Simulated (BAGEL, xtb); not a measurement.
## How methods differ on C3H3F3 (3,3,3-trifluoropropene)

C3H3F3 has 9 atoms, charge 0, and is taken as a singlet. As SMILES, `C=CC(F)(F)F`. The shape is that of a PBE0-D4/def2-TZVP optimisation.

Each level gives the dipole moment (D). The values are calculated.

```tsv
level	kind	program	value (D)
GFN2-xTB	semi-empirical	xtb	3.24
GFN0-xTB	semi-empirical	xtb	2.36
GFN1-xTB	semi-empirical	xtb	2.96
HF/ANO-RCC-VDZP (DKH2, density fitting with svp-jkfit)	Hartree–Fock	BAGEL	3.04
HF/cc-pVDZ (density fitting with cc-pvdz-jkfit)	Hartree–Fock	BAGEL	2.71
HF/cc-pVDZ (density fitting with cc-pvtz-jkfit)	Hartree–Fock	BAGEL	2.71
HF/def2-SVP (density fitting with svp-jkfit)	Hartree–Fock	BAGEL	2.77
HF/aug-cc-pVDZ (density fitting with cc-pvtz-jkfit)	Hartree–Fock	BAGEL	2.72
HF/aug-cc-pVDZ (density fitting)	Hartree–Fock	BAGEL	2.48
```

The values span 2.36 to 3.24 D.
